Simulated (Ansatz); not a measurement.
Born–Oppenheimer molecular dynamics of C4H3NO (9 atoms, charge 0, multiplicity 1). It starts at the highest image of a converged band, a first-order saddle point between two minima.

Method: RKS B3LYP-D4/6-31G* (Ansatz 0.2.0).

```json
{
  "ensemble": "NVE (velocity Verlet)",
  "time step": "0.5 fs",
  "steps asked": "200",
  "starting velocities drawn for": "300 K",
  "seed": "4358"
}
```

First frame:

```xyz
9
Properties=species:S:1:pos:R:3
N 1.324 -2.469 -0.146
C 0.703 -1.292 -0.117
C 0.144 -0.207 -0.088
C -0.483 1.000 -0.058
C -1.052 2.072 -0.001
O -1.624 3.253 -0.075
H 2.292 -2.559 0.126
H 0.842 -3.310 -0.428
H -2.057 3.465 0.771
```

Question: What does the run give?

Answer: All steps were run.

```
steps done                                               : 200
time covered                                             : 100 fs
mean temperature over the second half                    : 157 K
spread of the potential energy over the second half      : 3.3 meV per atom
mean potential energy of the second half above the start : 14.5 meV per atom
```

The conserved energy stayed within 0.22 meV per atom of its start (net change 0.12 meV per atom), so the integration is sound. A run of 0.1 ps of so small a system gives no equilibrium averages. The orbitals stay closed-shell, which can raise the energy where a bond breaks towards radicals; this wasn't checked here.

Question: What happens to the structure?

Answer: The same pairs are bonded in the first frame and the last. Pairs count as bonded within 1.25 times the sum of covalent radii (0.12 Å more for H–H). The details hang on the random start.

Question: How do temperature and energy run in time?

Answer: 
```
time (fs)  T (K)  potential energy less start (eV)  conserved less start (meV/atom)
        0    300                             0.000                             0.00
        8    175                             0.114                             0.12
       16     96                             0.186                             0.20
       24    134                             0.152                             0.15
       32    179                             0.111                             0.11
       40    134                             0.152                             0.18
       48    180                             0.110                             0.10
       56    219                             0.074                             0.07
       64    146                             0.140                             0.13
       72    153                             0.134                             0.14
       80    203                             0.089                             0.10
       88    147                             0.140                             0.13
       96     68                             0.212                             0.19
```

Time of the run: 5.3 min on 2 threads of Intel(R) Xeon(R) 6975P-C (Granite Rapids) (shared host), peak memory 0.21 GiB.
